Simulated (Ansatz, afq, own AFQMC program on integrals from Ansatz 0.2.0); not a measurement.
# AlBH₂ (triplet): quantum Monte Carlo beside coupled cluster at distance B1–Al2 = 3.264 Å, cc-pVDZ

Aim: compute AlBH₂ (triplet) with auxiliary-field quantum Monte Carlo on the same integrals as coupled cluster, and set the energies side by side.

Computed with Ansatz 0.2.0, Gaussian basis, and an in-house AFQMC program (afq) on its integrals; all values are calculated. Level: cc-pVDZ, frozen cores.

Plan: PBE (unrestricted); r2SCAN (unrestricted); PBE0 (unrestricted); B3LYP (unrestricted); wB97M-V (unrestricted); B2PLYP (unrestricted); CCSD(T) on UHF; CCSDT(Q) on UHF; Phaseless AFQMC, CISD trial on UHF; Phaseless AFQMC, single-determinant trial on UHF.

1 further run of the same task is left out (it didn't finish).

**1. The system**

The geometry derives from a PBE0/def2-TZVP stationary point (not a proven minimum). One bond is set to the value named and the two fragments are kept rigid.

4 atoms, charge 0, spin multiplicity 3.

Atoms are counted from 1 here; the program's logs count them from 0.

Bond lengths: Al2–H3 1.585 Å, Al2–H4 1.585 Å. Angles: H3–Al2–H4 125.9°.

**2. PBE (unrestricted)**

in.yaml

```yaml
crystal:
  periodic: [false, false, false]
  atoms:
    - {symbol: B, position_ang: [0.000000, 0.000000, 2.414063]}
    - {symbol: Al, position_ang: [0.000000, 0.000000, -0.849937]}
    - {symbol: H, position_ang: [0.000000, -1.411327, -1.570444]}
    - {symbol: H, position_ang: [0.000000, 1.411327, -1.570444]}
basis:
  gaussian: {orbitals: cc-pVDZ}
magnetization: {spin_polarized: true, initial_magnetization: 2}
hamiltonian: {xc: {name: PBE}}
output: {orbitals: {seedname: orbitals}}
```

Run with:

```bash
> ansatz run in.yaml --threads 1 --pin off --events-out ev --progress --plain --max-ram 1382MiB
```

The program printed:

```text
Functional definition: PBE
  name "PBE"
  cite "Perdew, Burke & Ernzerhof, Phys. Rev. Lett. 77, 3865 (1996) doi:10.1103/PhysRevLett.77.3865"
  parent pbe
  parameter kappa = 0.804
  parameter beta = 0.06672455060314922
  exchange = pbe_x(kappa = kappa, mu = beta*pi^2/3)
  correlation = pbe_c(beta = beta)
523 factors; their error is unknown
mean field evaluation 1: about -7292.8917 eV, gradient 9.9e0 eV
mean field evaluation 2: about -7289.5065 eV, gradient 1.6e1 eV
mean field evaluation 4: about -7293.7937 eV, gradient 2.3e0 eV
mean field evaluation 8: about -7293.8856 eV, gradient 6.1e-2 eV
mean field evaluation 16: about -7293.8533 eV, gradient 2.5e-5 eV
mean field evaluation 32: about -7293.8420 eV, gradient 5.7e-1 eV
mean field evaluation 64: about -7292.3564 eV, gradient 3.1e0 eV
mean field -7293.85327768 eV, -268.0441640035 hartree, gradient 1.7e-6 eV, S^2 2.005372; 8 other end points of the search recorded, 0 dependent functions left out
reference -7293.85331950 eV, -268.0441655402 hartree; 11, 9 occupied and 31, 33 virtual orbitals, 523 factors
Total energy: -7293.85331950 eV, -268.0441655402 hartree
```

It took 3 s on 1 thread of Intel Xeon Platinum 8488C (Sapphire Rapids), shared host.

From the report: ⟨S²⟩ of the determinant 2.005 (pure triplet: 2.00).

**3. r2SCAN (unrestricted)**

in.yaml, as its differences from that of step 2:

```diff
@@ -10,3 +10,2 @@
 magnetization: {spin_polarized: true, initial_magnetization: 2}
-hamiltonian: {xc: {name: PBE}}
-output: {orbitals: {seedname: orbitals}}
+hamiltonian: {xc: {name: r2SCAN}}
```

The command is unchanged.

The program printed (excerpt; [...] marks lines left out):

```text
Functional definition: r2SCAN
  name "r2SCAN"
  cite "Furness, Kaplan, Ning, Perdew & Sun, J. Phys. Chem. Lett. 11, 8208 (2020) doi:10.1021/acs.jpclett.0c02405"
  cite "Furness, Kaplan, Ning, Perdew & Sun, J. Phys. Chem. Lett. 11, 9248 (2020) doi:10.1021/acs.jpclett.0c03077"
  parent r2scan
[...]
523 factors; their error is unknown
[...]
mean field -7297.65801584 eV, -268.1839855518 hartree, gradient 6.2e-6 eV, S^2 2.019395; 8 other end points of the search recorded, 0 dependent functions left out
reference -7297.65803148 eV, -268.1839861266 hartree; 11, 9 occupied and 31, 33 virtual orbitals, 523 factors
Total energy: -7297.65803148 eV, -268.1839861266 hartree
```

Run time: 5.5 s. Hardware: 1 thread of Intel Xeon Platinum 8488C (Sapphire Rapids), shared host.

From the report: ⟨S²⟩ of the determinant 2.019 (pure triplet: 2.00).

**4. PBE0 (unrestricted)**

in.yaml, as its differences from that of step 3:

```diff
@@ -10,2 +10,3 @@
 magnetization: {spin_polarized: true, initial_magnetization: 2}
-hamiltonian: {xc: {name: r2SCAN}}
+hamiltonian: {xc: {name: PBE0}}
+output: {orbitals: {seedname: orbitals}}
```

Launched as before.

The program printed (excerpt; [...] marks lines left out):

```text
Functional definition: PBE0
  name "PBE0"
  cite "Adamo & Barone, J. Chem. Phys. 110, 6158 (1999) doi:10.1063/1.478522"
  cite "Perdew, Burke & Ernzerhof, Phys. Rev. Lett. 77, 3865 (1996) doi:10.1103/PhysRevLett.77.3865"
  parent pbe
[...]
399 factors; integrals over basis functions are off by at most 1.0e-3 eV
[...]
mean field -7294.65092846 eV, -268.0734771288 hartree, gradient 4.0e-6 eV, S^2 2.012332; 2 other end points of the search recorded, 0 dependent functions left out
reference -7294.65096032 eV, -268.0734782999 hartree; 11, 9 occupied and 31, 33 virtual orbitals, 399 factors
Total energy: -7294.65096032 eV, -268.0734782999 hartree
```

It took 1.8 s on 1 thread of Intel Xeon Platinum 8488C (Sapphire Rapids), shared host.

From the report: ⟨S²⟩ of the determinant 2.012 (pure triplet: 2.00).

**5. B3LYP (unrestricted)**

in.yaml, as its differences from that of step 4:

```diff
@@ -10,3 +10,2 @@
 magnetization: {spin_polarized: true, initial_magnetization: 2}
-hamiltonian: {xc: {name: PBE0}}
-output: {orbitals: {seedname: orbitals}}
+hamiltonian: {xc: {name: B3LYP}}
```

Launched as before.

The program printed (excerpt; [...] marks lines left out):

```text
Functional definition: B3LYP
  name "B3LYP"
  cite "Stephens, Devlin, Chabalowski & Frisch, J. Phys. Chem. 98, 11623 (1994) doi:10.1021/j100096a001"
  cite "Becke, Phys. Rev. A 38, 3098 (1988) doi:10.1103/PhysRevA.38.3098"
  cite "Lee, Yang & Parr, Phys. Rev. B 37, 785 (1988) doi:10.1103/PhysRevB.37.785"
  cite "Vosko, Wilk & Nusair, Can. J. Phys. 58, 1200 (1980) doi:10.1139/p80-159"
[...]
399 factors; integrals over basis functions are off by at most 1.0e-3 eV
[...]
mean field -7299.70601779 eV, -268.2592482352 hartree, gradient 6.1e-6 eV, S^2 2.008181; 4 other end points of the search recorded, 0 dependent functions left out
reference -7299.70625844 eV, -268.2592570790 hartree; 11, 9 occupied and 31, 33 virtual orbitals, 399 factors
Total energy: -7299.70625844 eV, -268.2592570790 hartree
```

Run time: 1.5 s. Hardware: 1 thread of Intel Xeon Platinum 8488C (Sapphire Rapids), shared host.

From the report: ⟨S²⟩ of the determinant 2.008 (pure triplet: 2.00).

**6. wB97M-V (unrestricted)**

in.yaml, as its differences from that of step 5:

```diff
@@ -10,2 +10,3 @@
 magnetization: {spin_polarized: true, initial_magnetization: 2}
-hamiltonian: {xc: {name: B3LYP}}
+hamiltonian: {xc: {name: wB97M-V}}
+output: {orbitals: {seedname: orbitals}}
```

Same command.

The program printed (excerpt; [...] marks lines left out):

```text
Functional definition: wB97M-V
  name "wB97M-V"
  cite "Mardirossian & Head-Gordon, J. Chem. Phys. 144, 214110 (2016) doi:10.1063/1.4952647"
  cite "Becke, J. Chem. Phys. 107, 8554 (1997) doi:10.1063/1.475007"
  cite "Vydrov & Van Voorhis, J. Chem. Phys. 133, 244103 (2010) doi:10.1063/1.3521275"
  # Of w^i u^j: cxij and so on, Table III.
[...]
  gx(w, u) = 1 - cx + cx01*u + cx10*w
  gss(w, u) = css00 + css04*u^4 + css10*w + css20*w^2 + css43*w^4*u^3
  gos(w, u) = cos00 + cos10*w + (cos20 + cos21*u)*w^2 + (cos60 + cos61*u)*w^6
[...]
      + integral(e_c_pw_mod_opposite_spin*gos(b97_w_opposite, b97_u_opposite)) + vv10(b, c)
399 factors; integrals over basis functions are off by at most 1.0e-3 eV
152 factors; integrals over basis functions are off by at most 1.2e-5 eV
[...]
mean field -7297.72967185 eV, -268.1866188616 hartree, gradient 8.8e-6 eV, S^2 2.004561; 2 other end points of the search recorded, 0 dependent functions left out
reference -7297.72971735 eV, -268.1866205338 hartree; 11, 9 occupied and 31, 33 virtual orbitals, 399 factors
Total energy: -7297.72971735 eV, -268.1866205338 hartree
```

Wall time 6 s (1 thread of Intel Xeon Platinum 8488C (Sapphire Rapids), shared host).

From the report: ⟨S²⟩ of the determinant 2.005 (pure triplet: 2.00).

**7. B2PLYP (unrestricted)**

in.yaml, as its differences from that of step 6:

```diff
@@ -10,3 +10,3 @@
 magnetization: {spin_polarized: true, initial_magnetization: 2}
-hamiltonian: {xc: {name: wB97M-V}}
-output: {orbitals: {seedname: orbitals}}
+hamiltonian: {xc: {name: B2PLYP}}
+correlation: {electrons: outside_noble_gas}
```

The command is unchanged.

The program printed (excerpt; [...] marks lines left out):

```text
Functional definition: B2PLYP
  name "B2PLYP"
  cite "Grimme, J. Chem. Phys. 124, 034108 (2006) doi:10.1063/1.2148954"
  cite "Becke, Phys. Rev. A 38, 3098 (1988) doi:10.1103/PhysRevA.38.3098"
  cite "Lee, Yang & Parr, Phys. Rev. B 37, 785 (1988) doi:10.1103/PhysRevB.37.785"
[...]
399 factors; integrals over basis functions are off by at most 1.0e-3 eV
[...]
mean field -7293.74756720 eV, -268.0402792148 hartree, gradient 4.9e-6 eV, S^2 2.020823; 4 other end points of the search recorded, 0 dependent functions left out
6 core orbitals not correlated: weight in the atoms' cores, before any rotation towards them, 1.000 or more for the frozen orbitals, at most 0.000 for the correlated occupied ones
reference -7293.74772139 eV, -268.0402848813 hartree; 5, 3 occupied and 31, 33 virtual orbitals, 399 factors
second order -3.48736100 eV of doubles, -0.00000000 eV of singles
Total energy: -7294.68930886 eV, -268.0748875825 hartree
```

Run time: 2.3 s. Hardware: 1 thread of Intel Xeon Platinum 8488C (Sapphire Rapids), shared host.

From the report: ⟨S²⟩ of the determinant 2.021 (pure triplet: 2.00).

**8. CCSD(T) on UHF**

in.yaml, as its differences from that of step 7:

```diff
@@ -10,3 +10,2 @@
 magnetization: {spin_polarized: true, initial_magnetization: 2}
-hamiltonian: {xc: {name: B2PLYP}}
-correlation: {electrons: outside_noble_gas}
+correlation: {method: ccsd_t, electrons: outside_noble_gas, hamiltonian_folder: ham}
```

Launched as before.

The program printed (excerpt; [...] marks lines left out):

```text
Functional definition: HF
  name "HF"
  cite "Fock, Z. Phys. 61, 126 (1930) doi:10.1007/BF01340294"
  parent pbe
[...]
399 factors; integrals over basis functions are off by at most 1.0e-3 eV
[...]
mean field -7280.73709342 eV, -267.5621531223 hartree, gradient 3.5e-6 eV, S^2 2.059131; 16 other end points of the search recorded, 0 dependent functions left out
determinant -7280.73709342 eV, -267.5621531223 hartree, with singles and doubles -7284.50950008 eV, -267.7007865101 hartree
determinant -7280.69168338 eV, -267.5604843343 hartree, with singles and doubles -7284.43358144 eV, -267.6979965516 hartree
determinant -7279.70958234 eV, -267.5243927866 hartree, with singles and doubles -7283.48079966 eV, -267.6629824669 hartree
determinant -7278.91317135 eV, -267.4951252224 hartree, with singles and doubles -7282.06480708 eV, -267.6109456995 hartree
determinant -7278.84578905 eV, -267.4926489687 hartree, with singles and doubles -7282.78304997 eV, -267.6373406388 hartree
determinant -7278.69240654 eV, -267.4870122654 hartree, with singles and doubles -7282.56556761 eV, -267.6293483093 hartree
determinant -7280.73709342 eV, -267.5621531223 hartree, with singles and doubles -7284.50996790 eV, -267.7008037022 hartree
determinant -7280.69168338 eV, -267.5604843343 hartree, with singles and doubles -7284.43419614 eV, -267.6980191414 hartree
6 core orbitals not correlated: weight in the atoms' cores, before any rotation towards them, 1.000 or more for the frozen orbitals, at most 0.000 for the correlated occupied ones
reference -7280.73709342 eV, -267.5621531223 hartree; 5, 3 occupied and 31, 33 virtual orbitals, 399 factors
second order -2.61055720 eV of doubles, -0.00000000 eV of singles
cycle   1  -3.77288090 eV  change   -6.4e-6 eV  update   3.8e-6
perturbative correction -0.08223725 eV, -0.0030221633 hartree
Total energy: -7284.59221157 eV, -267.7038261013 hartree
```

It took 3.6 s on 1 thread of Intel Xeon Platinum 8488C (Sapphire Rapids), shared host.

From the report: ⟨S²⟩ of the determinant 2.059 (pure triplet: 2.00); correlation -3.8551 eV; T1 0.034; largest double amplitude 0.10.

This run also writes the integrals to the folder ham.

**9. CCSDT(Q) on UHF**

in.yaml, as its differences from that of step 8:

```diff
@@ -10,2 +10,2 @@
 magnetization: {spin_polarized: true, initial_magnetization: 2}
-correlation: {method: ccsd_t, electrons: outside_noble_gas, hamiltonian_folder: ham}
+correlation: {method: ccsdt_q, electrons: outside_noble_gas}
```

Launched as before.

The program printed (excerpt; [...] marks lines left out):

```text
Functional definition: HF
  name "HF"
  cite "Fock, Z. Phys. 61, 126 (1930) doi:10.1007/BF01340294"
  parent pbe
[...]
771 factors; integrals over basis functions are off by at most 2.0e-7 eV
[...]
mean field -7280.73713224 eV, -267.5621545488 hartree, gradient 2.5e-6 eV, S^2 2.059131; 16 other end points of the search recorded, 0 dependent functions left out
determinant -7280.73713224 eV, -267.5621545488 hartree, with singles and doubles -7284.50953627 eV, -267.7007878398 hartree
determinant -7280.69172168 eV, -267.5604857415 hartree, with singles and doubles -7284.43361961 eV, -267.6979979543 hartree
determinant -7279.70963018 eV, -267.5243945449 hartree, with singles and doubles -7283.48084553 eV, -267.6629841527 hartree
determinant -7278.91320443 eV, -267.4951264381 hartree, with singles and doubles -7282.06483386 eV, -267.6109466836 hartree
determinant -7278.84583543 eV, -267.4926506733 hartree, with singles and doubles -7282.78309413 eV, -267.6373422614 hartree
determinant -7278.69245357 eV, -267.4870139938 hartree, with singles and doubles -7282.56561276 eV, -267.6293499687 hartree
determinant -7280.73713224 eV, -267.5621545488 hartree, with singles and doubles -7284.51000522 eV, -267.7008050737 hartree
determinant -7280.69172168 eV, -267.5604857415 hartree, with singles and doubles -7284.43423487 eV, -267.6980205646 hartree
6 core orbitals not correlated: weight in the atoms' cores, before any rotation towards them, 1.000 or more for the frozen orbitals, at most 0.000 for the correlated occupied ones
reference -7280.73713224 eV, -267.5621545488 hartree; 5, 3 occupied and 31, 33 virtual orbitals, 771 factors
second order -2.61059062 eV of doubles, -0.00000000 eV of singles
cycle   1  -3.31623217 eV  change   -7.1e-1 eV  update   8.5e-2
[...]
cycle  24  -3.90018028 eV  change   -2.9e-7 eV  update   7.7e-7
perturbative correction -0.00463863 eV, -0.0001704666 hartree
Total energy: -7284.64195115 eV, -267.7056539972 hartree
```

Run time: 13 s. Hardware: 1 thread of Intel Xeon Platinum 8488C (Sapphire Rapids), shared host.

From the report: ⟨S²⟩ of the determinant 2.059 (pure triplet: 2.00); correlation -3.9048 eV; T1 0.042; largest double amplitude 0.14.

**10. Phaseless AFQMC, CISD trial on UHF**

It reads the integrals that the CCSD(T) run on this determinant wrote.

Run with:

```bash
> afq ham --method phaseless --trial cisd --walkers 60 --populations 1 --least-time 40 --time-step 0.005 --steps-per-block 50 --equilibration-blocks 40 --max-blocks 300 --target-error 0.00068 --factor-cut 1e-05 --start spin_pure --seed 8006 --release-times 0.24,0.51,0.99,1.62,2.4 --release-step 0.03 --release-every 4 --taylor-order 6
```

The program printed:

```text
orbitals 36  electrons 5 3  factors 252 of 399
reference energy -267.56215312 Eh
CCSD correlation -0.13865042 Eh in 15 cycles, weight of the determinant in the CISD state 0.8640
energy of the start -267.699405 Eh
 block  time / (1/Eh)  mean weight  energy / Eh
     1     0.250  0.9989  -267.698369
     2     0.500  1.0006  -267.698836
     3     0.750  0.9989  -267.699861
     4     1.000  1.0001  -267.700281
     5     1.250  0.9989  -267.700618
     6     1.500  1.0018  -267.700489
     7     1.750  0.9996  -267.701079
     8     2.000  0.9998  -267.701519
     9     2.250  0.9989  -267.701444
    10     2.500  1.0010  -267.702739
    11     2.750  1.0000  -267.702332
    16     4.000  0.9990  -267.702147
    21     5.250  1.0021  -267.705476
    26     6.500  0.9995  -267.703177
    31     7.750  1.0004  -267.706663
    36     9.000  0.9984  -267.705088
    41    10.250  1.0006  -267.702046
    46    11.500  0.9981  -267.704491
    51    12.750  1.0026  -267.703423
    56    14.000  0.9996  -267.702670
    61    15.250  1.0005  -267.702782
    66    16.500  0.9999  -267.705566
    71    17.750  1.0006  -267.702507
    76    19.000  1.0004  -267.706237
    81    20.250  0.9986  -267.705805
    86    21.500  1.0001  -267.704548
    91    22.750  0.9995  -267.704254
    96    24.000  1.0010  -267.702863
   101    25.250  1.0009  -267.707094
   106    26.500  1.0010  -267.704323
   111    27.750  1.0002  -267.704513
   116    29.000  0.9994  -267.710054
   121    30.250  1.0003  -267.703772
   126    31.500  1.0009  -267.705736
   131    32.750  1.0009  -267.704535
   136    34.000  1.0005  -267.704996
   141    35.250  1.0003  -267.704148
   146    36.500  1.0000  -267.705602
   151    37.750  0.9998  -267.706225
   156    39.000  1.0012  -267.703353
   161    40.250  1.0001  -267.706220
   166    41.500  1.0016  -267.710588
   171    42.750  0.9990  -267.706181
   176    44.000  1.0004  -267.704098
   181    45.250  1.0010  -267.704176
   186    46.500  0.9997  -267.701596
   191    47.750  0.9960  -267.701033
   196    49.000  0.9997  -267.705690
blocks merged  error / Eh  count
     1  0.000154  160
     2  0.000197  80
     4  0.000249  40
     8  0.000316  20
    16  0.000400  10
released: time / (1/Eh)  energy / Eh  error  mean overlap
  0.24  -267.705371  0.000449  0.9989
  0.51  -267.705727  0.000482  0.9906
  0.99  -267.705304  0.000409  0.9920
  1.62  -267.705257  0.000586  1.0216
  2.40  -267.705919  0.000739  1.0296
energy -267.704984 +/- 0.000316 Eh
```

Wall time 2.7 min (1 thread of Intel Xeon Platinum 8488C (Sapphire Rapids), shared host).

Energy -7284.6237 ± 0.0086 eV. The run doesn't count as converged. Caveats: constraint bias not in the error; error not settled. The error still grows with block length (0.0068 to 0.0109 eV), so the bar may be too small.

**11. Phaseless AFQMC, single-determinant trial on UHF**

It reads the integrals that the CCSD(T) run on this determinant wrote.

Run with:

```bash
> afq ham --method phaseless --trial hf --walkers 120 --populations 1 --least-time 40 --time-step 0.005 --steps-per-block 20 --equilibration-blocks 160 --max-blocks 600 --target-error 0.00204 --factor-cut 1e-05 --start spin_pure --seed 5513 --taylor-order 6
```

The program printed:

```text
orbitals 36  electrons 5 3  factors 252 of 399
reference energy -267.56215312 Eh
CCSD correlation -0.13865042 Eh in 15 cycles, weight of the determinant in the CISD state 0.8640
energy of the start -267.563221 Eh
 block  time / (1/Eh)  mean weight  energy / Eh
     1     0.100  1.0000  -267.581860
     2     0.200  1.0001  -267.595730
     3     0.300  1.0005  -267.610165
     4     0.400  0.9999  -267.620145
     5     0.500  0.9995  -267.628184
     6     0.600  1.0009  -267.636076
     7     0.700  1.0004  -267.644510
     8     0.800  1.0011  -267.650426
     9     0.900  0.9993  -267.658798
    10     1.000  1.0003  -267.667755
    15     1.500  1.0007  -267.680045
    29     2.900  1.0000  -267.694044
    43     4.300  0.9996  -267.701921
    57     5.700  1.0005  -267.715815
    71     7.100  1.0001  -267.697812
    85     8.500  1.0002  -267.702076
    99     9.900  1.0012  -267.707590
   113    11.300  1.0006  -267.692292
   127    12.700  0.9999  -267.709311
   141    14.100  1.0009  -267.723206
   155    15.500  1.0001  -267.711159
   169    16.900  0.9997  -267.743991
   183    18.300  0.9995  -267.700060
   197    19.700  0.9993  -267.699497
   211    21.100  1.0004  -267.708259
   225    22.500  0.9951  -267.731642
   239    23.900  0.9970  -267.703850
   253    25.300  1.0001  -267.690233
   267    26.700  0.9905  -267.714168
   281    28.100  1.0003  -267.715475
   295    29.500  0.9994  -267.701474
   309    30.900  1.0004  -267.729020
   323    32.300  0.9993  -267.696314
   337    33.700  0.9991  -267.697591
   351    35.100  0.9991  -267.696172
   365    36.500  1.0000  -267.723041
   379    37.900  0.9998  -267.696257
   393    39.300  0.9940  -267.704064
   407    40.700  1.0001  -267.700639
   421    42.100  1.0022  -267.701189
   435    43.500  1.0004  -267.697119
   449    44.900  0.9991  -267.693420
   463    46.300  0.9998  -267.703401
   477    47.700  0.9948  -267.687047
   491    49.100  1.0013  -267.707138
   505    50.500  1.0000  -267.708466
   519    51.900  0.9997  -267.708803
   533    53.300  0.9992  -267.714679
   547    54.700  0.9999  -267.690128
blocks merged  error / Eh  count
     1  0.000577  400
     2  0.000787  200
     4  0.001033  100
     8  0.001309  50
    16  0.001583  25
    32  0.001449  12
energy -267.705072 +/- 0.001583 Eh
```

It took 2.1 min on 1 thread of Intel Xeon Platinum 8488C (Sapphire Rapids), shared host.

Energy -7284.6261 ± 0.0431 eV. Caveats: constraint bias not in the error.

**12. AFQMC on the ladder**

On the UHF determinant, counted from CCSDT(Q) (a yardstick, not exact):

```csv
level,energy (eV),from CCSDT(Q) (kcal/mol),statistical error (kcal/mol),time
HF,-7280.7371,+90.05,,
MP2,-7283.3477,+29.85,,
CCSD,-7284.5100,+3.04,,
CCSD(T),-7284.5922,+1.15,,
CCSDT(Q),-7284.6420,0.00,,
"Phaseless AFQMC, single-determinant trial, step 0.005, 120 walkers",-7284.6261,+0.36,0.99,2.1 min
```

The functionals' totals stand on their own zeros and serve differences with other points: PBE -7293.853 eV; r2SCAN -7297.658 eV; PBE0 -7294.651 eV; B3LYP -7299.706 eV; wB97M-V -7297.730 eV; B2PLYP -7294.689 eV.

**13. Outcome**

| quantity | value |
| --- | --- |
| CCSD(T) on UHF from CCSDT(Q) | +1.15 kcal/mol |
| Phaseless AFQMC, single-determinant trial on UHF from CCSDT(Q) | +0.36 ± 0.99 kcal/mol |

In words: Error bars are statistical and leave out the constraint, the time step and what remains of the start.
